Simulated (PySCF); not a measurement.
Silicon: a sound run and one with changed settings

Sound run: Si [Ne] 3s2 3p2, Si⁺ [Ne] 3s2 3p1. Calculation: PySCF 2.14, in jorge-DZP-DKH; the spin-free X2C one-electron Hamiltonian (Gaussian nucleus). The sound run starts from symmetry-adapted Hartree-Fock orbitals and uses a fine grid where one is needed.

Changed run: radial step 0.5 in ln r (0.13 in the sound run). This setting is unsound on purpose.

```
species  method  sound run (hartree)  changed run (hartree)  converged
     Si     UHF           -289.44986             -289.44986        yes
     Si    MN15           -289.98846             -289.95204        yes
     Si     PBE           -289.83037             -289.84204        yes
    Si⁺     UHF           -289.16977             -289.16977        yes
    Si⁺    MN15           -289.69224             -289.65917        yes
    Si⁺     PBE           -289.53008             -289.54245        yes
```

Ionisation energy of Si:

```csv
method,sound run (eV),changed run (eV)
UHF,7.621,7.621
MN15,8.061,7.969
PBE,8.171,8.152
```

A coarse radial grid mis-integrates the density and the exchange-correlation energy, with errors of either sign; Hartree-Fock needs no grid.

For comparison, NIST gives 8.152 eV between the lowest levels.
